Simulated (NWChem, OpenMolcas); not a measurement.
# Predicting a hybrid from its neighbours: SiH2Cl2 (dichlorosilane (DCS))

SiH2Cl2 has 5 atoms, charge 0, and is taken as a singlet. SMILES: `Cl[SiH2]Cl`. Geometry: relaxed at PBE0-D4/def2-TZVP.

The HOMO–LUMO gap y, in eV, basis 6-311+G(d,p); a is the functional's share of exact exchange. Programs: NWChem 7.3.0, OpenMolcas 26.06.

| functional | program | a | y (eV) |
| --- | --- | --- | --- |
| PBE | OpenMolcas | 0 | 6.63 |
| TPSS | NWChem | 0 | 7.03 |
| B3LYP | NWChem | 0.2 | 8.38 |
| PBE0 | NWChem | 0.25 | ? |
| BHLYP | NWChem | 0.5 | 10.84 |

Fit y = c + s·a to the known rows and predict PBE0.


1. Means of the 4 rows: a = 0.1750, y = 8.220.
2. Σ(Δa)² = 0.1675, Σ(Δa·Δy) = 1.342, so the slope is 1.342/0.1675 = 8.0119.
3. Intercept: 8.220 − (8.0119) × 0.1750 = 6.818. The largest residual of the fit is 0.21.
4. PBE0: 6.818 + (8.0119) × 0.25 = 8.82 eV.

The run gave 8.83 eV, so the prediction is off by -0.01 eV, within the scatter of the fit. Exact exchange lowers occupied levels and raises empty ones. The rows mix families of semi-local functionals, which the line can't see.
